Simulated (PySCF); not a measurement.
Lithium fluoride, LiF.
SMILES with atom numbers: `[Li:1][F:2]`

Cartesian coordinates in Å at the PBE0-D3(BJ)/def2-SVP level; atoms count from 1:
```
atom  x, y, z in Å
Li1    0.791   -0.065   -0.001
F2    -0.741   -0.023   -0.021
```

Computed with core-valence-separated Tamm–Dancoff BHandHLYP/aug-pcX-1 in PySCF, non-relativistic, gas phase, PBE0-D3(BJ)/def2-SVP geometry.

Computed fluorine K-edge spectrum, Gaussian lines of 0.6 eV full width, highest printed point 100; it ends one width below the last computed root. The energies are unshifted.

| photon energy (eV) | absorption |
| --- | --- |
| 681.2 | 1 |
| 681.3 | 4 |
| 681.4 | 10 |
| 681.5 | 21 |
| 681.6 | 39 |
| 681.7 | 62 |
| 681.8 | 85 |
| 681.9 | 100 |
| 682.0 | 100 |
| 682.1 | 86 |
| 682.2 | 64 |
| 682.3 | 40 |
| 682.4 | 22 |
| 682.5 | 11 |
| 682.6 | 5 |
| 682.7 | 3 |
| 682.8 | 2 |
| 682.9 | 2 |
| 683.0 | 3 |
| 683.1 | 3 |
| 683.2 | 5 |
| 683.3 | 6 |
| 683.4 | 8 |
| 683.5 | 8 |
| 683.6 | 7 |
| 683.7 | 6 |
| 683.8 | 4 |
| 683.9 | 2 |
| 684.0 | 1 |
| 684.1 | 0 |
| 684.2 | 0 |
| 684.3 | 0 |
| 684.4 | 0 |
| 684.5 | 0 |
| 684.6 | 0 |
| 684.7 | 0 |
| 684.8 | 0 |
| 684.9 | 0 |
| 685.0 | 0 |
| 685.1 | 0 |
| 685.2 | 0 |
| 685.3 | 0 |
| 685.4 | 0 |
| 685.5 | 1 |
| 685.6 | 3 |
| 685.7 | 8 |
| 685.8 | 18 |

Question: Where are the maxima, and which lines make them up?

Answer: 2 maxima:
- 682.0 eV: F2 (fluorine bonded to Li), 681.95 eV, f = 0.021, sum of 2, 100 % of the height at the exact maximum
- 683.5 eV: F2 (fluorine bonded to Li), 683.49 eV, f = 0.002, 99 % of the height at the exact maximum

Roots within 0.03 eV on the same or equivalent atoms count as one line; shares under 12 % aren't listed.

Vibrational structure and lifetime widths aren't in the curve. The ionisation threshold wasn't computed; near and above it a finite basis only mimics Rydberg series and continuum.
